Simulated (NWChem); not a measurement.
# C2H2F2S (SMILES F[C@@H]1S[C@@H]1F) at 3 levels

We compute a comparison of 3 runs (HF/STO-3G, HF/3-21G, B3LYP/6-31G*) of C2H2F2S. 

The results are computed with NWChem 7.3.0.

## (1) The structure to begin with

C2H2F2S has 7 atoms, charge 0, and is taken as a singlet. SMILES: `F[C@@H]1S[C@@H]1F`. The shape is that of a GFN2-xTB optimisation.

Bond lengths: F1–C2 1.344 Å, C2–S3 1.802 Å, C2–C4 1.487 Å, S3–C4 1.801 Å, C4–F5 1.344 Å, C2–H6 1.087 Å, C4–H7 1.087 Å. Some angles: F1–C2–S3 118.0°, F1–C2–C4 118.5°, S3–C2–C4 65.6°, C2–S3–C4 48.8°, C2–C4–S3 65.6°, C2–C4–F5 118.4°, S3–C4–F5 118.0°, F1–C2–H6 110.6°, S3–C2–H6 117.2°, C4–C2–H6 120.6°.

## (2) Energy and gradient at HF/STO-3G (run 1)

The input, c2h2f2s.nw:

```
START c2h2f2s
TITLE "C2H2F2S"
memory stack 880 mb heap 220 mb global 1100 mb
GEOMETRY units angstrom noautosym nocenter noautoz
  F     1.072620    0.178940   -1.421740
  C     0.720700    0.153690   -0.124640
  S     0.341730   -1.443680    0.617210
  C    -0.713830   -0.040270    0.216680
  F    -1.597340   -0.181960   -0.786630
  H     1.339390    0.835500    0.452320
  H    -1.163270    0.497780    1.046810
END
BASIS spherical bse
  F library STO-3G
  C library STO-3G
  S library STO-3G
  H library STO-3G
END
SCF
  thresh 1e-08
  maxiter 80
END
TASK scf gradient
```

Run with:

```
$ nwchem c2h2f2s.nw > c2h2f2s.out
```

Log:

```text
[...]
  functions       =    31
[...]
  wavefunction    = RHF
[...]
         Total SCF energy =   -665.177904301811
      One-electron energy =  -1384.893359586140
      Two-electron energy =    489.437885017218
 Nuclear repulsion energy =    230.277570267111
        Time for solution =      3.2s
[...]
                         RHF ENERGY GRADIENTS
    atom               coordinates                        gradient
                 x          y          z           x          y          z
   1 F       2.026958   0.338148  -2.686699   -0.006277  -0.000757   0.033509
   2 C       1.361926   0.290432  -0.235535   -0.022013   0.010188  -0.020078
   3 S       0.645776  -2.728160   1.166358    0.002410  -0.012304   0.003534
   4 C      -1.348943  -0.076099   0.409466    0.007854   0.013985  -0.026934
   5 F      -3.018535  -0.343855  -1.486515    0.020331   0.002877   0.027160
   6 H       2.531080   1.578866   0.854761    0.001452  -0.006665  -0.009164
   7 H      -2.198262   0.940668   1.978184   -0.003758  -0.007324  -0.008027
[...]
```

Wall time 4.5 s (1 thread of Intel Xeon Platinum 8259CL at 2.50GHz (Skylake/Cascade Lake), shared host); peak memory 0.099 GiB.

## (3) Energy and gradient at HF/3-21G (run 2)

The input, input.nw:

```
start input
memory total 2200 mb
charge 0

geometry noautosym nocenter noautoz
 F        1.072620       0.178940      -1.421740
 C        0.720700       0.153690      -0.124640
 S        0.341730      -1.443680       0.617210
 C       -0.713830      -0.040270       0.216680
 F       -1.597340      -0.181960      -0.786630
 H        1.339390       0.835500       0.452320
 H       -1.163270       0.497780       1.046810
end

basis spherical bse
 * library 3-21G
end

scf
 singlet
 rhf
 thresh 1e-08
 maxiter 80
end

task scf gradient
```

Run with:

```
$ nwchem input.nw > input.out
```

Log:

```text
[...]
  functions       =    53
[...]
  wavefunction    = RHF
[...]
         Total SCF energy =   -669.755770092648
      One-electron energy =  -1385.077426961870
      Two-electron energy =    485.044086602111
 Nuclear repulsion energy =    230.277570267111
        Time for solution =      2.9s
[...]
                         RHF ENERGY GRADIENTS
    atom               coordinates                        gradient
                 x          y          z           x          y          z
   1 F       2.026958   0.338148  -2.686699   -0.000541   0.002734   0.022741
   2 C       1.361926   0.290432  -0.235535   -0.002107  -0.036988  -0.016437
   3 S       0.645776  -2.728160   1.166358   -0.011529   0.051731  -0.018882
   4 C      -1.348943  -0.076099   0.409466    0.004106  -0.036332  -0.017749
   5 F      -3.018535  -0.343855  -1.486515    0.009774   0.004166   0.020300
   6 H       2.531080   1.578866   0.854761    0.011320   0.008833   0.002407
   7 H      -2.198262   0.940668   1.978184   -0.011022   0.005856   0.007619
[...]
```

Wall time 4.5 s (1 thread of Intel Xeon Platinum 8259CL at 2.50GHz (Skylake/Cascade Lake), shared host); peak memory 0.099 GiB.

## (4) Energy and gradient at B3LYP/6-31G(d) (Cartesian functions) (run 3)

The input, mymol.nw:

```
start mymol
title "C2H2F2S"
memory total 2200 mb
charge 0
geometry units angstroms noautosym nocenter noautoz
  F     1.072620    0.178940   -1.421740
  C     0.720700    0.153690   -0.124640
  S     0.341730   -1.443680    0.617210
  C    -0.713830   -0.040270    0.216680
  F    -1.597340   -0.181960   -0.786630
  H     1.339390    0.835500    0.452320
  H    -1.163270    0.497780    1.046810
end
basis cartesian
  F library 6-31G*
  C library 6-31G*
  S library 6-31G*
  H library 6-31G*
end
dft
  xc b3lyp
  grid xfine
  convergence energy 1e-08
  maxiter 100
  mulliken
  print low
end
task dft gradient
```

Run with:

```
$ nwchem mymol.nw > mymol.out
```

Log:

```text
[...]
 d= 0,ls=0.0,diis     1   -675.0850787896 -9.05D+02  2.28D-02  1.37D+00     4.4
[...]
 d= 0,ls=0.0,diis    10   -675.2327221808 -3.22D-09  5.81D-07  1.50D-09    38.0
         Total DFT energy =     -675.232722180817
      One electron energy =    -1390.332510336139
           Coulomb energy =      543.072352209460
    Exchange-Corr. energy =      -58.250134321250
 Nuclear repulsion energy =      230.277570267111
[...]
                         DFT ENERGY GRADIENTS
    atom               coordinates                        gradient
                 x          y          z           x          y          z
   1 F       2.026958   0.338148  -2.686699    0.001080  -0.000206   0.011643
   2 C       1.361926   0.290432  -0.235535    0.002776  -0.005763  -0.006298
   3 S       0.645776  -2.728160   1.166358   -0.003673   0.014173  -0.007218
   4 C      -1.348943  -0.076099   0.409466   -0.003513  -0.006747  -0.004674
   5 F      -3.018535  -0.343855  -1.486515    0.004232   0.000249   0.010924
   6 H       2.531080   1.578866   0.854761   -0.000212  -0.000839  -0.002205
   7 H      -2.198262   0.940668   1.978184   -0.000690  -0.000867  -0.002172
 Task  times  cpu:       46.5s     wall:       46.5s
 Total times  cpu:       46.5s     wall:       46.5s
```

Wall time 47 s (1 thread of Intel Xeon Platinum 8259CL at 2.50GHz (Skylake/Cascade Lake), shared host); peak memory 0.14 GiB.

## (5) All runs side by side

```tsv
run	level	Cartesian functions	iteration cap	energy (Eh)	dipole moment (D)	HOMO energy (eV)	LUMO energy (eV)	wall time
1	HF/STO-3G	no	80	-665.177904	1.67	-7.62	8.99	4.5 s
2	HF/3-21G	no	80	-669.755770	3.28	-10.82	3.85	4.5 s
3	B3LYP/6-31G* (Cartesian functions)	yes	100	-675.232722	–	–	–	47 s
```

## (6) Outcome

| quantity | value |
| --- | --- |
| run 3: total energy | -675.23272 Eh |
| run 3: largest force on an atom | 0.839 eV/Å |

In run 1 the basis is minimal, so the values are rough. All runs together took 56 s, the longest 47 s.
